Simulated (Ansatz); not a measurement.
# BCN (singlet): PBE, r2SCAN, PBE0, B3LYP, wB97M-V, B2PLYP, RPA-PBE over vertical spin and charge gaps, cc-pVDZ

How well do these functionals follow the top wave-function level for BCN (singlet) over vertical spin and charge gaps?

Method: cc-pVDZ, all electrons in the functionals, frozen cores in the correlation of double hybrids and RPA; program: Ansatz 0.2.0, Gaussian basis.

Plan: PBE, r2SCAN, PBE0, B3LYP, wB97M-V, B2PLYP, RPA-PBE, at charge 0, singlet; charge 0, triplet; charge 1, doublet.

4 further runs of the same task are left out: 4 set aside as unsound or not needed.

### 1 The geometry

The geometry is a PBE0/def2-TZVP stationary point (not a proven minimum).

3 atoms, charge 0, spin multiplicity 1.

Atoms are counted from 1 here; the program's logs count them from 0.

Bond lengths: C1–N3 1.183 Å, B2–N3 1.415 Å. Angles: C1–N3–B2 180.0°.

No dispersion term is added; wB97M-V holds VV10 nonlocal correlation. B3LYP takes the VWN-RPA correlation.

The geometry shown and the zero of energy belong to the point charge 0, singlet. The yardstick, UCCSDT(Q), and other wave-function levels (R restricted, U unrestricted, valence and pair active spaces) come from earlier runs.

### 2 PBE, charge 0, singlet

Input file in.yaml:

```yaml
crystal:
  periodic: [false, false, false]
  atoms:
    - {symbol: C, position_ang: [0.000000, 0.000000, 1.260338]}
    - {symbol: B, position_ang: [0.000000, 0.000000, -1.337907]}
    - {symbol: N, position_ang: [0.000000, 0.000000, 0.077569]}
basis:
  gaussian: {orbitals: cc-pVDZ}
magnetization: {spin_polarized: true, initial_magnetization: 0}
hamiltonian: {xc: {name: PBE}}
output: {orbitals: {seedname: orbitals}}
```

On the command line:

```sh
> ansatz run in.yaml --threads 1 --pin off --events-out ev --progress --plain --max-ram 4096MiB --backend cpu
```

Further steps of the session: PBE, charge 0, triplet; PBE, charge 1, doublet; r2SCAN, charge 0, singlet; r2SCAN, charge 0, triplet; r2SCAN, charge 1, doublet; PBE0, charge 0, singlet; PBE0, charge 0, triplet; PBE0, charge 1, doublet; B3LYP, charge 0, singlet; B3LYP, charge 0, triplet; B3LYP, charge 1, doublet; wB97M-V, charge 0, singlet; wB97M-V, charge 0, triplet; wB97M-V, charge 1, doublet; B2PLYP, charge 0, singlet; B2PLYP, charge 0, triplet; B2PLYP, charge 1, doublet; RPA-PBE, charge 0, singlet; RPA-PBE, charge 0, triplet; RPA-PBE, charge 1, doublet.

**Question.** What will the summary of the whole plan be? Wanted: singlet to triplet, UCCSDT(Q); ionisation to the doublet cation, UCCSDT(Q); largest miss, PBE; largest miss, r2SCAN; largest miss, PBE0; largest miss, B3LYP; largest miss, wB97M-V; largest miss, B2PLYP; largest miss, RPA-PBE.

**Answer**, as computed:

```
                                   quantity                                             value
              singlet to triplet, UCCSDT(Q)                                     46.3 kcal/mol
ionisation to the doublet cation, UCCSDT(Q)                                    236.0 kcal/mol
                          largest miss, PBE               -11.2 kcal/mol (singlet to triplet)
                       largest miss, r2SCAN               -16.5 kcal/mol (singlet to triplet)
                         largest miss, PBE0               -10.6 kcal/mol (singlet to triplet)
                        largest miss, B3LYP                -5.5 kcal/mol (singlet to triplet)
                      largest miss, wB97M-V  +3.2 kcal/mol (ionisation to the doublet cation)
                       largest miss, B2PLYP                -4.1 kcal/mol (singlet to triplet)
                      largest miss, RPA-PBE  +4.7 kcal/mol (ionisation to the doublet cation)
                     largest miss, RCCSD(T)  +0.4 kcal/mol (ionisation to the doublet cation)
                     largest miss, UCCSD(T)  +0.4 kcal/mol (ionisation to the doublet cation)
```

**Reading.** Of the functionals, wB97M-V keep the smallest largest miss at the points compared (at most 3.2 kcal/mol) and r2SCAN strays most (16.5 kcal/mol, at singlet to triplet). Functionals and the yardstick converge differently with the basis, so part of each miss in cc-pVDZ is the basis.
